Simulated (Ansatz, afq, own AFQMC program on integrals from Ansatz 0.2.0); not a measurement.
AFQMC on a folder of integrals that Ansatz 0.2.0 wrote.

```yaml
crystal:
  periodic: [false, false, false]
  atoms:
    - {symbol: Ge, position_ang: [0.000000, 0.000000, 0.000000]}
    - {symbol: Al, position_ang: [0.000000, 0.000000, 1.928000]}
basis:
  gaussian: {orbitals: cc-pVDZ}
magnetization: {spin_polarized: false, initial_magnetization: 3}
correlation: {method: ccsd_t, electrons: outside_noble_gas, hamiltonian_folder: ham}
```

```sh
$ ansatz run in.yaml --threads 1 --pin off --events-out ev --progress --plain --max-ram 16896MiB --backend cuda --devices 0, --max-vram 18GiB
```

Options of the walk:

```
--method phaseless --trial cisd --walkers 4000 --populations 20 --least-time 60 --time-step 0.005 --steps-per-block 50 --equilibration-blocks 28 --max-blocks 4000 --target-error 0.00016 --factor-cut 1e-05 --start spin_pure --seed 825 --release-times 0.24,0.51,0.99,1.62,2.4 --release-step 0.03 --release-every 3 --taylor-order 6
```

Times are imaginary, in 1/Eh. The walk had a cap of 122 s. With eight or more populations the least sampling time is a fifth of least-time, and the error comes from their spread. Filled inner d shells are frozen with the cores.

Output of the walk:

```
orbitals 26  electrons 5 2  factors 194 of 511
reference energy -2317.12665271 Eh
CCSD correlation -0.12135382 Eh in 11 cycles, weight of the determinant in the CISD state 0.8780
energy of the start -2317.248014 Eh
 block  time / (1/Eh)  mean weight  energy / Eh
     1     0.250  0.9999  -2317.247186
     2     0.500  0.9999  -2317.247470
     3     0.750  0.9999  -2317.248239
     4     1.000  1.0000  -2317.249149
     5     1.250  1.0000  -2317.249923
     8     2.000  1.0000  -2317.251595
    11     2.750  0.9999  -2317.252719
    14     3.500  1.0000  -2317.253208
    17     4.250  1.0001  -2317.254027
    20     5.000  1.0001  -2317.254126
    23     5.750  0.9999  -2317.254145
    26     6.500  1.0002  -2317.254598
    29     7.250  1.0001  -2317.254484
    32     8.000  1.0000  -2317.254205
    35     8.750  0.9999  -2317.254640
    38     9.500  1.0000  -2317.254782
    40    10.000  0.9999  -2317.254830
    41    10.250  1.0000  -2317.254811
    44    11.000  1.0000  -2317.254113
    47    11.750  0.9999  -2317.254267
    50    12.500  1.0001  -2317.254483
    53    13.250  1.0001  -2317.254014
    56    14.000  1.0001  -2317.253992
    59    14.750  1.0000  -2317.254219
    61    15.250  1.0001  -2317.253793
    62    15.500  1.0000  -2317.254011
    65    16.250  0.9998  -2317.254156
    68    17.000  1.0000  -2317.254084
    71    17.750  1.0001  -2317.253939
    74    18.500  1.0001  -2317.254286
    77    19.250  1.0001  -2317.254273
    78    19.500  0.9999  -2317.254167
error from the spread of 20 populations
released: time / (1/Eh)  energy / Eh  error  mean overlap
  0.24  -2317.254285  0.000114  0.9995
  0.51  -2317.254387  0.000100  1.0002
  0.99  -2317.254420  0.000077  1.0012
  1.62  -2317.254588  0.000063  0.9973
  2.40  -2317.254663  0.000048  1.0000
energy -2317.254235 +/- 0.000135 Eh
(rows thinned)
```

The run passed its tests (sampling time, drift between the halves within three errors, error under three times the target), which doesn't prove that it has relaxed.

Against this walk (error 3.7 meV) on the same determinant: CCSD(T) 25.4 meV higher, CCSDT(Q) 14.8 meV lower, CCSDTQ 16.0 meV lower, full CI 16.5 meV lower. The error is statistical and leaves out the bias of the constraint. The released energies are still falling (meV from the phaseless value at times in 1/Eh: -1 ± 3 at 0.24, -4 ± 3 at 0.51, -5.0 ± 2.1 at 0.99, -9.6 ± 1.7 at 1.62, -11.6 ± 1.3 at 2.40), so they give no level. Full CI is exact here, so the walk's 16 meV above it is the walk's own error: the bias of the constraint with this trial.

Cautions: constraint bias not in the error; no relativity below Rb; no spin-orbit coupling; inner d shell frozen; lower spins were not checked.

The walk took 30 s on 1 × NVIDIA H100 80GB HBM3 with 2 threads of AMD EPYC 7R13 Processor (Zen 3), with other jobs on the host (the card was shared). The log's last line is the phaseless energy.

CCSDT and higher add their correlation energy to the determinant of the CCSD(T) run, since their own runs factorise the integrals more tightly (a shift of under 2 meV). A walk keeps the symmetry of its determinant, which the program's search chose and which needn't be the lowest solution, so a lower state of the same spin and another symmetry isn't excluded.
